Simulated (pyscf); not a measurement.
H₂N–GaH₂ + HO–SiH₃ → NH₃ + H₃Si–O–GaH₂, a four-centre exchange (singlet surface; Ga–N, H–O broken, H–N, Ga–O formed). Structures and frequencies: ωB97X-D3(BJ)/def2-SVP in PySCF. Energies in eV from the separated reactants.

Small-basis levels: PySCF, no dispersion term, spherical d functions. AM1 to PM7: differences of heats of formation from MOPAC. Cost: rough CPU time at the saddle relative to B3LYP/6-31G*+LANL2DZ, from one job on a shared machine.

```csv
level,barrier,reaction energy,cost
HF/6-31G*+LANL2DZ,-0.23,-0.54,0.1
SVWN5/6-31G*+LANL2DZ,-1.18,-0.32,1
PBE/6-31G*+LANL2DZ,-0.74,-0.37,1
B3LYP/3-21G,…,-0.25,1.0
B3LYP/6-311+G**+LANL2DZ,-0.42,-0.42,2
PBE/def2-SVP,-0.75,-0.25,2
B3LYP/def2-SVP,-0.58,-0.31,2
PM6,…,-0.96,under 0.02
PM7,-0.35,-1.11,under 0.02
ωB97M-D3(BJ)/def2-TZVP,…,-0.34,–
```

### Question
Complete the blanks.

### Answer

- B3LYP/3-21G, barrier: -1.37
- PM6, barrier: -0.21
- ωB97M-D3(BJ)/def2-TZVP, barrier: -0.45

Against the last row the barrier runs from -0.93 (B3LYP/3-21G) to +0.24 eV (PM6). ωB97M-D3(BJ)/def2-TZVP has limits of its own. On the reactant side the descent ends in an adduct with a Ga–O contact, 0.60 eV under the separated species and 0.06 eV under the saddle at ωB97X-D3(BJ)/def2-TZVP. On the product side the descent ends in an adduct with a Ga–N contact (not fully relaxed), 1.13 eV under the separated species and 0.98 eV under the saddle at ωB97X-D3(BJ)/def2-TZVP. At ωB97M-D3(BJ) the saddle lies under the separated reactants, which points to a path from their complex (located at ωB97X-D3(BJ) alone). At ωB97M-D3(BJ) the saddle lies under the separated products, which points to a path from their complex (located at ωB97X-D3(BJ) alone). What is counted as formed (Ga–O) is already present as a longer contact in the reactant adduct; forming that adduct is a step of its own. What is counted as broken (Ga–N) persists as a longer contact in the product adduct; parting that adduct is a step of its own. At ωB97X-D3(BJ) the barrier from the zero used here is -0.53 eV. One saddle was located; it need not be the lowest between these sides. In the def2 sets elements up to Kr have no core potential.
